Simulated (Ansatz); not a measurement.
## Nudged elastic band run: C$_{2}$H$_{7}$Si

Input:

```yaml
crystal:
  periodic: [false, false, false]
  atoms:
    - { symbol: C, position_ang: [-0.821269, 0.5955, -1.200657] }
    - { symbol: C, position_ang: [-0.740001, -0.209849, 0.058467] }
    - { symbol: Si, position_ang: [1.02392, -0.292922, 0.786309] }
    - { symbol: H, position_ang: [-0.533109, 0.15433, -2.147468] }
    - { symbol: H, position_ang: [-0.879467, 1.67642, -1.152303] }
    - { symbol: H, position_ang: [-1.072408, -1.238231, -0.116343] }
    - { symbol: H, position_ang: [-1.395201, 0.208177, 0.829471] }
    - { symbol: H, position_ang: [1.512279, 1.076285, 1.10851] }
    - { symbol: H, position_ang: [1.956712, -0.910759, -0.196143] }
    - { symbol: H, position_ang: [1.031544, -1.11005, 2.032957] }
magnetization:
  spin_polarized: true
  initial_magnetization: 1
basis:
  gaussian: { orbitals: cc-pVDZ }
hamiltonian:
  xc: hf
neb:
  order_check: false
  images: 7
  f_tol: 0.03
  max_iterations: 60
  final_atoms:
    - { symbol: C, position_ang: [-0.82185429, 0.23456613, -1.32083627] }
    - { symbol: C, position_ang: [-0.73602564, 0.13330059, 0.1702972] }
    - { symbol: Si, position_ang: [1.02556648, -0.25254965, 0.80092956] }
    - { symbol: H, position_ang: [-0.89559793, -0.66206201, -1.9247423] }
    - { symbol: H, position_ang: [-0.53666257, 1.15184228, -1.82216206] }
    - { symbol: H, position_ang: [-1.39892066, -0.65362361, 0.54432873] }
    - { symbol: H, position_ang: [-1.0569668, 1.06786629, 0.64163088] }
    - { symbol: H, position_ang: [1.03304428, -0.33998709, 2.28871314] }
    - { symbol: H, position_ang: [1.97028832, 0.81885809, 0.38067748] }
    - { symbol: H, position_ang: [1.50012881, -1.54931003, 0.24396365] }
  initial_path:
    images:
      - { positions_ang: [[-0.821269, 0.5955, -1.200657], [-0.740001, -0.209849, 0.058467], [1.02392, -0.292922, 0.786309], [-0.533109, 0.15433, -2.147468], [-0.879467, 1.67642, -1.152303], [-1.072408, -1.238231, -0.116343], [-1.395201, 0.208177, 0.829471], [1.512279, 1.076285, 1.10851], [1.956712, -0.910759, -0.196143], [1.031544, -1.11005, 2.032957]] }
      - { positions_ang: [[-0.80269548, 0.53229842, -1.22036815], [-0.73141816, -0.15990459, 0.0779463], [1.01585939, -0.2844191, 0.78755639], [-0.59385923, 0.0234239, -2.13322775], [-0.85369208, 1.61391704, -1.26430542], [-1.12253157, -1.15796684, -0.02102618], [-1.34102005, 0.34504561, 0.8066044], [1.46561435, 0.97816209, 1.31804254], [1.97703485, -0.69126866, -0.20065317], [1.06970798, -1.25038688, 1.85223104]] }
      - { positions_ang: [[-0.78412195, 0.46909684, -1.24007929], [-0.72283533, -0.10996018, 0.09742559], [1.00779879, -0.27591619, 0.78880378], [-0.65460945, -0.1074822, -2.1189875], [-0.82791716, 1.55141409, -1.37630784], [-1.17265514, -1.07770267, 0.07429064], [-1.28683909, 0.48191421, 0.7837378], [1.41894969, 0.88003919, 1.52757508], [1.9973577, -0.47177831, -0.20516335], [1.10787195, -1.39072377, 1.67150508]] }
      - { positions_ang: [[-0.76554843, 0.40589526, -1.25979044], [-0.71425249, -0.06001576, 0.11690489], [0.99973818, -0.26741329, 0.79005117], [-0.71535968, -0.23838831, -2.10474725], [-0.80214224, 1.48891113, -1.48831026], [-1.22277872, -0.99743851, 0.16960745], [-1.23265814, 0.61878282, 0.7608712], [1.37228504, 0.78191628, 1.73710762], [2.01768055, -0.25228797, -0.20967352], [1.14603593, -1.53106065, 1.49077912]] }
      - { positions_ang: [[-0.74697491, 0.34269368, -1.27950159], [-0.70566965, -0.01007135, 0.13638419], [0.99167757, -0.25891038, 0.79129857], [-0.7761099, -0.36929441, -2.090507], [-0.77636732, 1.42640817, -1.60031267], [-1.27290229, -0.91717435, 0.26492427], [-1.17847718, 0.75565142, 0.73800461], [1.32562038, 0.68379338, 1.94664016], [2.0380034, -0.03279763, -0.2141837], [1.1841999, -1.67139753, 1.31005316]] }
      - { positions_ang: [[-0.76569475, 0.31566179, -1.28983526], [-0.71325865, 0.02577164, 0.14486244], [1.0001498, -0.2573202, 0.79370631], [-0.80598191, -0.44248631, -2.04906582], [-0.71644113, 1.3577667, -1.65577502], [-1.30440688, -0.85128666, 0.33477539], [-1.14809959, 0.83370514, 0.71391117], [1.25247636, 0.42784826, 2.03215841], [2.02107463, 0.1801163, -0.0654684], [1.26318213, -1.64087566, 1.04353078]] }
      - { positions_ang: [[-0.7844146, 0.2886299, -1.30016893], [-0.72084765, 0.06161462, 0.15334069], [1.00862203, -0.25573002, 0.79611406], [-0.83585391, -0.51567821, -2.00762465], [-0.65651495, 1.28912523, -1.71123737], [-1.33591148, -0.78539898, 0.4046265], [-1.11772199, 0.91175886, 0.68981774], [1.17933233, 0.17190314, 2.11767665], [2.00414586, 0.39303023, 0.08324689], [1.34216436, -1.61035378, 0.77700841]] }
      - { positions_ang: [[-0.80313444, 0.26159802, -1.3105026], [-0.72843664, 0.09745761, 0.16181895], [1.01709425, -0.25413984, 0.79852181], [-0.86572592, -0.58887011, -1.96618347], [-0.59658876, 1.22048375, -1.76669972], [-1.36741607, -0.71951129, 0.47447761], [-1.0873444, 0.98981257, 0.66572431], [1.10618831, -0.08404197, 2.2031949], [1.98721709, 0.60594416, 0.23196219], [1.42114659, -1.57983191, 0.51048603]] }
      - { positions_ang: [[-0.82185429, 0.23456613, -1.32083627], [-0.73602564, 0.13330059, 0.1702972], [1.02556648, -0.25254965, 0.80092956], [-0.89559793, -0.66206201, -1.9247423], [-0.53666257, 1.15184228, -1.82216206], [-1.39892066, -0.65362361, 0.54432873], [-1.0569668, 1.06786629, 0.64163088], [1.03304428, -0.33998709, 2.28871314], [1.97028832, 0.81885809, 0.38067748], [1.50012881, -1.54931003, 0.24396365]] }
```

Command:

```bash
$ ansatz run input.yaml --threads 1 --pin off --max-ram 2048MiB --backend cpu --events-out ev --progress --plain --runs-dir out
```

Output, in part (warnings, iteration lines, the closing report on the highest movable image, with atoms numbered from 0):

```
NEB end point (image 0): max|allowed force component| = 1.095e-2 eV/Å (the criterion of neb.relax_end_points is 1.000e-2)
NEB end point (image 8): max|allowed force component| = 4.648e-3 eV/Å (the criterion of neb.relax_end_points is 1.000e-2)
NEB iter   1: max|band force component| = 2.512e0 eV/Å  barrier→ = 0.4403 eV  barrier← = 0.4403 eV  Δτ_max = 0.1054 Å  (357 SCF iters)
NEB iter   2: max|band force component| = 6.347e-1 eV/Å  barrier→ = 0.1249 eV  barrier← = 0.1250 eV  Δτ_max = 0.0598 Å  (251 SCF iters)
NEB iter   3: max|band force component| = 1.976e-1 eV/Å  barrier→ = 0.0973 eV  barrier← = 0.0974 eV  CI = image 4  Δτ_max = 0.0129 Å  (263 SCF iters)
NEB iter   4: max|band force component| = 4.355e-2 eV/Å  barrier→ = 0.0953 eV  barrier← = 0.0953 eV  CI = image 4  Δτ_max = 0.0091 Å  (203 SCF iters)
NEB iter   5: max|band force component| = 5.768e-3 eV/Å  barrier→ = 0.0951 eV  barrier← = 0.0952 eV  CI = image 4  Δτ_max = 0.0000 Å  (485 SCF iters)
Total energy: -10032.63995016 eV, -368.6927178007 hartree
Atom 0 at    -0.829866     0.380525    -1.307137 Å, force     0.001784     0.001734     0.005219 eV/Å
Atom 1 at    -0.753454    -0.008254     0.137266 Å, force     0.000471    -0.000642     0.003243 eV/Å
Atom 2 at     1.034468    -0.265551     0.805434 Å, force    -0.005768    -0.000015    -0.004830 eV/Å
Atom 3 at    -0.725084    -0.373769    -2.078412 Å, force    -0.000729     0.001809    -0.000710 eV/Å
Atom 4 at    -0.673860     1.412126    -1.601013 Å, force     0.002687    -0.005295    -0.000029 eV/Å
Atom 5 at    -1.301506    -0.939357     0.309890 Å, force     0.001340     0.003296    -0.001520 eV/Å
Atom 6 at    -1.227485     0.754494     0.761886 Å, force    -0.002562    -0.001134    -0.002036 eV/Å
Atom 7 at     1.310059     0.669141     1.932398 Å, force     0.001381    -0.000821    -0.001978 eV/Å
Atom 8 at     2.041666    -0.022313    -0.262942 Å, force    -0.001541     0.000679     0.002199 eV/Å
Atom 9 at     1.208062    -1.658140     1.305429 Å, force     0.002937     0.000389     0.000442 eV/Å
Dipole moment:    -0.084938     0.007814    -0.011269 e Å
```

It converged. A vibrational analysis at the climbing image gives one clearly imaginary mode, 159i cm⁻¹: a first-order saddle point.

Final band (atoms are numbered from 1 in the order of the input):

```csv
image,path coordinate (Å),energy (kcal/mol),dihedral C1–C2–Si3–H8 (°)
0,0.00,0.0,60
1,0.50,0.3,75
2,1.01,1.1,90
3,1.51,1.9,105
4,2.01,2.2,120
5,2.52,1.9,136
6,3.02,1.1,151
7,3.53,0.3,165
8,4.03,0.0,-180
```

The run took 100 s on 1 thread of Intel(R) Xeon(R) Platinum 8488C (Sapphire Rapids), on a shared host, peak memory 0.18 GiB.
